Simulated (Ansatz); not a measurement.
## Structure relaxation of IrPd₂

Theory: Ansatz 0.2.0, DFT PBE, scalar-relativistic, plane waves, PAW. Cutoff 420 eV, Γ-centred k mesh, Gaussian smearing, no spin polarisation in the final step.

The start puts IrPd₂ on the MoSi2 (C11b) structure type (I4/mmm, No. 139), with Ir in place of Mo, Pd in place of Si, at a guessed volume.

```xyz
3
Lattice="-1.6031 1.6031 3.9325 1.6031 -1.6031 3.9325 1.6031 1.6031 -3.9325" Properties=species:S:1:pos:R:3 pbc="T T T"
Pd    0.0000    0.0000    5.2303
Pd    0.0000    0.0000    2.6348
Ir    0.0000    0.0000    0.0000
```

Steps on the 8×8×8 mesh (3 atoms). 5 of 5 steps are shown, and the free energy counts from the last. Trial steps that were taken back and renewals of the plane-wave basis can be among the rows.

```
step  ΔF (meV/atom) V (Å³/atom) P (GPa) largest force component (eV/Å)
   1          165.1        13.47    35.08                           0.048
   2            5.3        15.44    -3.83                           0.176
   3            1.2        15.22    -0.88                           0.097
   4            0.7        15.16    -0.02                           0.010
   5            0.0        15.16    -0.03                           0.010
```

A final relaxation ran on a 20×20×20 mesh. The relaxed crystal, I4/mmm (No. 139):

```
Pd Ir
1.0
    -1.66184    1.66184    4.11875
     1.66184   -1.66184    4.11875
     1.66184    1.66184   -4.11875
Pd Ir
2 1
Direct
  0.66330 0.66330 0.00000
  0.33670 0.33670 0.00000
  0.00000 0.00000 0.00000
```

```json
{
 "Volume per atom": "15.17 Å³",
 "Density": "14.78 g/cm³",
 "Energy over the elements": "0.27 eV/atom",
 "Gap on the 20×20×20 mesh": "0 eV (a metal)"
}
```

Energies over the elements count from the elements' standard structures at the same level, with no empirical corrections.

The final run used a 20×20×20 mesh on its 3-atom cell and 0.10 eV smearing. For metals, differences of a few meV/atom aren't resolved. Spin–orbit coupling is left out.

A structure relaxed within its symmetry needn't be a true minimum.

Cost: 3 runs of about 2.7 core-minutes in all, on Arm Neoverse V2 (shared hosts).